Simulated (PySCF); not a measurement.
CH₃F, SMILES CF. Coordinates come from a PBE-D3(BJ)/def2-TZVP optimisation.

Task: Give the equilibrium geometry at PBE-D3(BJ)/def2-TZVP (PySCF confirms it by a frequency run) as bond lengths and angles, and its point group. (Estimate from the structure and the level; the computed values follow.)

Result: point group C3v.
Atoms: C1 F2 H3 H4 H5. Bonded distances (Å): C1–F2 1.395, C1–H3 1.100, C1–H4 1.100, C1–H5 1.100. Angles (°): F2–C1–H3 109.0, F2–C1–H4 109.0, F2–C1–H5 109.0, H3–C1–H4 109.9, H3–C1–H5 109.9, H4–C1–H5 109.9.
